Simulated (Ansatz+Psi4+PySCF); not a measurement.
Two shapes of doublet C2N.

Shape 1:

```xyz
3

N     0.0000    0.0000    0.0000
C     0.0000    1.2550    0.0000
C     0.0000   -1.2350    0.0000
```

Shape 2:

```xyz
3

N     0.0000    0.0000    0.0000
C     0.0000    1.3150    0.0000
C     0.0000   -1.1750    0.0000
```

Basis set: cc-pVTZ (spherical functions). Frozen core: 3 orbitals. Correlation on ROHF uses semicanonical orbitals with singles. Charge 0, multiplicity 2.

Computed with Ansatz (development build ahead of 0.2.0) and Psi4 1.11; each method stands on the lowest determinant of its kind that the runs found.

Q: Which shape is lower in energy, and by how much in each method?

A:

| method | E(2) − E(1) (eV) |
| --- | --- |
| ROHF | -0.083 |
| UHF | 0.109 |
| ROHF-MP2 | 0.302 |
| UHF-MP2 | 0.098 |

The methods disagree on the order. Caution for UHF, UHF-MP2: the unrestricted determinant is spin contaminated.
